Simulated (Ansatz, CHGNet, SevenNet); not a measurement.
1T (CdI2-type) SnS₂: properties by level of theory

Reference values: lattice constant a 3.646 Å (measured, room temperature, not corrected to a static lattice, our sources range from 3.640 to 3.650; as tabulated in Lima et al. (2018), arXiv:1803.05430); lattice parameter c 5.893 Å (measured, room temperature, not corrected to a static lattice; as tabulated in Lima et al. (2018), arXiv:1803.05430).

```
level (code)           lattice constant a (Å)  c axis length (Å)
---------------------  ----------------------  -----------------
CHGNet 0.3.0                            3.727                ___
SevenNet-0                              3.713              7.456
PBE-D3(BJ) (Ansatz)                     3.669              5.807
PBE-D4 (Ansatz)                         3.668              5.802
HSE06-D3(BJ) (Ansatz)                   3.624                ___
```

Question: Complete the blanks.

Answer: 
- CHGNet 0.3.0, c axis length (Å): 6.331
- HSE06-D3(BJ) (Ansatz, a quantum-chemistry and plane-wave program), c axis length (Å): 5.740

Differences from the reference values (errors of the level alone only where the reference is corrected to a static lattice):

| level | lattice constant a (%) | lattice parameter c (%) |
|---|---|---|
| CHGNet 0.3.0 | +2.22 | +7.43 |
| SevenNet-0 | +1.84 | +27 |
| PBE-D3(BJ) | +0.63 | -1.46 |
| PBE-D4 | +0.60 | -1.54 |
| HSE06-D3(BJ) | -0.60 | -2.60 |

Nearest: lattice constant a, not ranked (reference at room or unstated temperature); lattice parameter c, not ranked (reference at room or unstated temperature).

Machine-learned potentials (CHGNet 0.3.0, SevenNet-0) are trained on DFT data: a solid inside that data is no test of them.

Caveats: the cell moved over 20 % in volume from its start (SevenNet-0). Ansatz's density-functional and Hartree–Fock values are scalar-relativistic unless marked +SOC, with PAW data made under PBE.

Differences are worked out from the printed values.

Computed values are for the static lattice.
